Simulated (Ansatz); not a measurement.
**CH2N (quartet): the correlation ladder at a displaced geometry (v2), cc-pVDZ**

Aim: climb from Hartree-Fock through coupled cluster and multireference methods for CH2N (quartet) at one geometry and basis, and see what each rung misses.

Computed with Ansatz 0.2.0, Gaussian basis. Level: cc-pVDZ, core rule «outside noble gas», up to 2 orbitals frozen.

Plan: UHF; CCSD(T) on ROHF; CCSD(T) on UHF; BCCD(T) on ROHF; CISD; CCSDT(Q) on ROHF; CCSDT(Q) on UHF; CASSCF and MRCISD+Q, 11 electrons in 10 orbitals; CASSCF and MRCISD+Q(relaxed), 11 electrons in 10 orbitals; CASSCF and NEVPT2, 11 electrons in 10 orbitals.

29 further runs of the same task are left out: 10 that didn't finish, 19 set aside as unsound or not needed.

## (1) The geometry

The geometry is a PBE0/def2-TZVP stationary point (not a proven minimum) with its atoms shifted at random (size 0.100 Å).

4 atoms, charge 0, spin multiplicity 4.

Atoms are counted from 1 here; the program's logs count them from 0.

Bond lengths: N1–C2 1.469 Å, C2–H3 1.103 Å, C2–H4 0.978 Å. Angles: N1–C2–H3 117.2°, N1–C2–H4 120.2°, H3–C2–H4 120.4°.

## (2) UHF

in.yaml reads:

```yaml
crystal:
  periodic: [false, false, false]
  atoms:
    - {symbol: N, position_ang: [0.042497, 0.000130, 0.769665]}
    - {symbol: C, position_ang: [-0.020062, 0.008502, -0.697859]}
    - {symbol: H, position_ang: [-0.217297, -0.954107, -1.199002]}
    - {symbol: H, position_ang: [-0.134189, 0.850992, -1.180790]}
basis:
  gaussian: {orbitals: cc-pVDZ}
magnetization: {spin_polarized: true, initial_magnetization: 3}
hamiltonian: {xc: hf}
output: {orbitals: {seedname: orbitals}}
```

Launch:

```bash
$ ansatz run in.yaml --threads 1 --pin off --events-out ev --progress --plain --max-ram 2393MiB
```

Further steps of the session: CCSD(T) on ROHF; CCSD(T) on UHF; BCCD(T) on ROHF; CISD; CCSDT(Q) on ROHF; CCSDT(Q) on UHF; CASSCF and MRCISD+Q, 11 electrons in 10 orbitals; CASSCF and MRCISD+Q(relaxed), 11 electrons in 10 orbitals; CASSCF and NEVPT2, 11 electrons in 10 orbitals.

**Question.** What will the summary of the whole plan be? Wanted: UCCSDT(Q) below the RHF energy; RMP2 from UCCSDT(Q); UMP2 from UCCSDT(Q); RCCSD from UCCSDT(Q); RCCSD(T) from UCCSDT(Q); UCCSD(T) from UCCSDT(Q); RCCSDT(Q) from UCCSDT(Q); NEVPT2 valence from UCCSDT(Q); MRCISD+Q valence from UCCSDT(Q).

**Answer**, as computed:

| quantity | value |
| --- | --- |
| UCCSDT(Q) below the RHF energy | -6.9589 eV |
| RMP2 from UCCSDT(Q) | +1094.0 meV |
| UMP2 from UCCSDT(Q) | +1108.8 meV |
| RCCSD from UCCSDT(Q) | +164.7 meV |
| RCCSD(T) from UCCSDT(Q) | +30.3 meV |
| UCCSD(T) from UCCSDT(Q) | +28.4 meV |
| RCCSDT(Q) from UCCSDT(Q) | +2.0 meV |
| NEVPT2 valence from UCCSDT(Q) | +1008.7 meV |
| MRCISD+Q valence from UCCSDT(Q) | +15.8 meV |
| MRCISD+Q(relaxed) valence from UCCSDT(Q) | -12.8 meV |
| levels within 1 kcal/mol (43 meV) | RCCSD(T), UCCSD(T), BCCD(T), RCCSDT, UCCSDT, RCCSDT(Q), MRCISD+Q valence, MRCISD+Q(relaxed) valence |
| T1 diagnostic | 0.017 |
| effectively unpaired electrons | 3.01 |

In words: RCCSD(T) lands +30.3 meV from the yardstick (0.4 % of the correlation energy). One determinant dominates. Of the multireference levels listed MRCISD+Q(relaxed) valence comes nearest in total energy (-12.8 meV), which doesn't show that its space is the better one. These misses are within one basis, not against nature; the frozen cores of restricted and unrestricted runs differ, which can shift their rows.
